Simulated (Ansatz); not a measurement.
## Ansatz (development build ahead of 0.2.0) run

```yaml
crystal:
  periodic: [false, false, false]
  atoms:
    - { symbol: H, position_ang: [2.07592, 0.4587, -0.00139] }
    - { symbol: C, position_ang: [1.2208, -0.22279, 0.00034] }
    - { symbol: C, position_ang: [-0.08478, 0.5505, -0.00015] }
    - { symbol: O, position_ang: [-1.1507, -0.39819, -0.00039] }
    - { symbol: H, position_ang: [-1.98159, 0.0855, 0.003] }
    - { symbol: H, position_ang: [1.28351, -0.86184, -0.88367] }
    - { symbol: H, position_ang: [1.28455, -0.85893, 0.8861] }
    - { symbol: H, position_ang: [-0.13737, 1.19907, 0.88662] }
    - { symbol: H, position_ang: [-0.13551, 1.19679, -0.88865] }
basis:
  gaussian: { orbitals: cc-pVTZ }
hamiltonian:
  xc: hf
correlation:
  method: mp2
  frozen_orbitals: { C: 1, H: 0, O: 1 }
```

The input is written out in the form of the current development build from the run's settings.

Results

```json
{"Converged": "yes", "Reference energy": "-154.14223 hartree", "Correlation energy": "-0.60190 hartree", "Total energy": "-154.74413 hartree", "Spin squared of the determinant": "0.000", "Stability test": "minimum among restricted orbitals"}
```
